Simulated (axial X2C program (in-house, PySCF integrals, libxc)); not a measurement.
# What spin–orbit coupling does to AlS

Calculated with an in-house all-electron X2C program for linear molecules (integrals from PySCF). Spin-free means the one-electron spin-free X2C Hamiltonian; two-component (2c) means X2C with spin–orbit coupling and atomic mean-field two-electron Coulomb and Gaunt terms, so the difference of the two also holds small scalar two-electron terms. Basis: S dyall-av3z [9s8p3d2f], Al dyall-v3z [8s8p2d1f] (cores contracted in-house); Gaussian nuclei, density fitting, unrestricted open shells. Masses: S 31.972 u, Al 26.982 u.

Spin-free state: M_S = 1/2, Λ = 0 (beyond evenly filled blocks: σα); fragments S + Al.

| level | Re (Å) | ωe (cm⁻¹) | De (eV) | μ (D) |
| --- | --- | --- | --- | --- |
| PBE0 | 2.039 | 613.6 | 4.142 | 3.94 |

Dipoles are positive if Al is the positive end.

Two-component determinant lowest at the distance of the search:

Ω = 1/2 (⟨Sz⟩ = 0.50, ⟨Lz⟩ = 0.00 at PBE0); fragments S + Al.

```json
{"level": "PBE0", "Re (Å)": "2.040", "ωe (cm⁻¹)": "613.1", "De (eV)": "4.140", "μ (D)": "3.94"}
```

Question: From the two tables, how do the constants change at the PBE0 level (2c against spin-free)?

Answer: At the PBE0 level Re is unchanged within 0.001 Å and ωe decreases by 0.5 cm⁻¹; De is not compared, since the atomic limits differ or miss part of their spin–orbit lowering.

Occupations by symmetry block were frozen at the best pattern of an incomplete PBE0 search. Dissociation energies refer to the lowest single-determinant-based atoms at the same level and basis. Density functionals use the spin component along the axis (collinear). The 2c atoms are single determinants rather than J levels; their spin–orbit lowering is only partly caught, and De is too large by that part. This holds for PBE0. The functionals have no current-density term, which raises determinants with orbital currents, atoms included. The stretched end of a curve changes character and is left out.
